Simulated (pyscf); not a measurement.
Thermochemistry of product channels of `[F][N]([F])[F]` + `[F][SiH][F]` [doublet] on the doublet surface, in kcal/mol, from ωB97M-D3(BJ)/def2-TZVP energies (ideal gas, 1 atm, RRHO with modes under 100 cm⁻¹ raised to 100, one conformer, R ln 2 for rigid chiral ones). Single points on ωB97X-D3(BJ)/def2-SVP structures (PySCF, gas phase).

```tsv
products	ΔE	ΔH(298 K)	ΔG(298 K)	ΔG(1200 K)
`[FH]` + `[F][N]([F])[Si]([F])[F]` [doublet]	-46.3	-45.2	-44.5	-44.7
`[F][Si]([F])[F]` [doublet] + `[F][NH][F]`	-79.3	-76.5	-76.8	-77.0
```

These are energies of the channels, which say nothing of barriers. F–N(F)–Si•(F)–F lies 94.5 kcal/mol over its isomer F–N•–Si(F)(F)–F, and others may lie lower still (electronic energy, ωB97M-D3(BJ)).
